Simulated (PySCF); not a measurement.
Cartesian coordinates in Å; atom numbers follow the order of the lines, from 1:
```xyz
5

F     1.572   -0.054   -0.223
Si   -0.037    0.003   -0.001
H    -0.492    1.406   -0.201
H    -0.343   -0.448    1.385
H    -0.683   -0.900   -0.994
```

Geometry: PBE0-D3(BJ)/def2-SVP; GIAO shifts from PySCF 2.14.0 with density-fitted response routines, gas phase, non-relativistic, averaged over equivalent atoms.

At mPW1PW91/pcSseg-2 (121 basis functions, 3.1 s wall time on 1 thread of an Arm Neoverse V1, shared host):
```csv
atoms,δ (ppm)
F1,-233.0
Si2,-17.1
H3/H4/H5,5.17
```

Scale: CFCl3 for $^{19}$F (σref 177.19); $^{29}$Si (σref 340.01), $^{1}$H (σref 31.29) against TMS (reference shieldings calculated alike).

Estimate the result of repeating the calculation with CAM-B3LYP/pcSseg-2.

Answers


```tsv
atoms	δ at CAM-B3LYP/pcSseg-2	change
F1	-224.4	+8.6
Si2	-19.4	-2.3
H3/H4/H5	5.15	-0.02
```

Referencing at the same level of theory: $^{19}$F (σ = 186.01 ppm) vs CFCl3; $^{29}$Si (σ = 328.96 ppm) and $^{1}$H (σ = 31.34 ppm) vs TMS.

The largest change is at F1 (fluorine bonded to Si). Cost: 121 basis functions, 4 s wall time on 1 thread of an Arm Neoverse V1, shared host.

Unscaled 19F shifts against computed CFCl3 carry errors that often reach 10 to 50 ppm.
